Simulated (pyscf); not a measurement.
A first-order saddle from PySCF, ωB97X-D3(BJ)/def2-SVP:

```
C
H 1 1.0947
C 1 1.4025 2 118.59
H 3 1.0943 1 118.64 2 -14.51
H 3 1.0953 4 117.51 1 153.33
C 1 1.4828 2 117.69 3 -176.02
H 6 1.0959 1 111.68 2 -33.89
H 6 1.0985 7 109.93 1 123.70
H 6 1.1070 7 109.15 8 118.59
H 3 1.2627 4 105.40 5 119.61
Cl 10 1.7980 3 148.56 4 111.67
```
Charge 0, spin multiplicity 1.

Surface: singlet, charge 0. Lowest wavenumbers (cm⁻¹): 1461i, 151, 200, 327, 374.

**Question.** Name the species on either side of this saddle.

**Answer.** `[CH3][CH]([CH3])[Cl]` ⇌ `[CH2]=[CH][CH3]` + `[ClH]`, an elimination read from left to right: C–H, C–Cl broken and Cl–H formed. At CCSD(T)/def2-TZVPP + ΔMP2(QZVPP) it lies +57.8 kcal/mol from the left side and +36.4 kcal/mol from the right (each side as separated species at their lowest minima found). On the product side the descent ends in a complex, 4.5 kcal/mol under the separated species and 37.1 kcal/mol under the saddle at ωB97X-D3(BJ)/def2-TZVP. This is the saddle that the search found; another between the same sides may lie lower. The CCSD(T) − MP2 part came from Ansatz, without density fitting, on the same reference.
